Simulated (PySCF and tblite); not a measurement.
The numbers below are computed, except where a source is named.
## Barrier and rate of a rearrangement

System: C5H11 (charge +1), numbered as in [CH3:1][CH2:2][C+:3]([CH3:4])[CH3:5].

Motion: shift of H on C4 from C4 to C3. The path came from a restrained scan, a climbing-image band and a saddle search at GFN2-xTB; energies are CAM-B3LYP/pcSseg-1 + D3(BJ)//PBE0-D3(BJ)/def2-SVP, thermal terms GFN2-xTB. Rate constants are transition-state-theory values, counting equivalent paths, without tunnelling. Run with tblite and PySCF.

| point | symmetry | E(GFN2) kcal/mol | E(DFT) kcal/mol | ZPE change kcal/mol | lowest mode cm⁻¹ |
| --- | --- | --- | --- | --- | --- |
| start | Cs | 0.0 | 0.0 | 0.00 | 79 |
| saddle | C1 | 37.7 | 35.8 | -0.39 | 202i |
| end | C1 | 16.5 | 15.3 | 0.61 | 94 |

| Property | Result |
| --- | --- |
| Electronic barrier | 35.8 kcal/mol |
| Barrier with zero-point energy | 35.4 kcal/mol |
| ΔH‡ (298 K) | 35.0 kcal/mol |
| ΔS‡ (298 K, symmetry apart) | -2.0 cal/(mol K) |
| Paths | 2 equivalent paths |
| End point | a different minimum |
| Mean lifetime of the start against this motion at 298 K | 3.3×10⁵ years |
| Cost | 4.8 min on 1 thread of Intel Xeon Platinum 8375C @ 2.90GHz, shared host (rough), peak memory 0.74 GiB, launched as `OMP_NUM_THREADS=1 python ens_run.py task.json out` |

```
T/K  ΔG‡ kcal/mol      k s⁻¹  ΔG kcal/mol  k back s⁻¹
150          35.4  1.6×10⁻³⁹         15.9   1.4×10⁻¹⁶
200          35.5  1.4×10⁻²⁶         16.0      2×10⁻⁹
250          35.5  8.8×10⁻¹⁹         16.0    4.1×10⁻⁵
298          35.6  9.5×10⁻¹⁴         16.0       0.025
350          35.7  7.1×10⁻¹⁰         16.0         3.6
400          35.8   4.4×10⁻⁷         16.1         127
500          36.1     0.0035         16.1     1.9×10⁴
```

ΔG and ΔG‡ leave out symmetry numbers and mirror images; rates count paths: 2 out, 1 back.

The ion is treated without a counter-ion.
